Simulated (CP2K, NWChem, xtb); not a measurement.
A ladder of methods for CH5B (BH2Me)

CH5B: 7 atoms, total charge 0, spin state singlet. As SMILES, `[H]B([H])C`. Geometry: relaxed at GFN2-xTB.

Each level gives the dipole moment (D). The values are calculated.

```
         level            kind  program  value (D)   CPU time
           AM1  semi-empirical     CP2K       0.48  under 2 s
      GFN2-xTB  semi-empirical      xtb       0.73  under 2 s
      GFN0-xTB  semi-empirical      xtb       0.35  under 2 s
      GFN1-xTB  semi-empirical      xtb       0.79  under 2 s
     HF/STO-3G    Hartree–Fock   NWChem       0.33      1.1 s
      HF/3-21G    Hartree–Fock   NWChem       0.46      1.1 s
   HF/def2-SVP    Hartree–Fock   NWChem       0.46      3.6 s
  HF/6-311+G**    Hartree–Fock   NWChem       0.40       10 s
SVWN5/def2-SVP             LDA   NWChem       0.83      7.7 s
     PBE/6-31G             GGA   NWChem       0.75      8.5 s
```

The values span 0.33 to 0.83 D. Magnitudes only. Sets without polarisation functions give poor dipoles. CPU times are rough (shared hosts, several kinds of processor and program).
